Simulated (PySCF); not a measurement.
## The S–H bond energy of SH₃

These are results of PySCF, PBE0, basis S def2-TZVP, H def2-TZVP (no relativity, density fitting), not measurements.

Each entry is the lowest minimum that a search over a few typed start shapes (and spin states, where more than one is plausible) found, or that minimum re-optimised at the stated level; isomers with ligand–ligand bonds, or fragments after loss of a ligand pair, can lie lower.

Total energies (Eh), which compare only within these settings: H atom -0.50106.

| species | 2S+1 | group | E (Eh) | ZPE (kJ/mol) |
| --- | --- | --- | --- | --- |
| H₂S | 1 | C2v | -399.26121 | 39.9 |
| SH₃ | 2 | Cs | -399.75966 | 49.4 |

**Question.** What are De and D0 for SH₃ → H₂S + H?

**Answer.** De = [(-399.26121) + (-0.50106) − (-399.75966)] × 2625.5 = -7 kJ/mol. The zero-point energy changes by -9.5 kJ/mol, so D0 = -16 kJ/mol.

Atoms and open shells are unrestricted, without spin–orbit or basis-set superposition corrections.
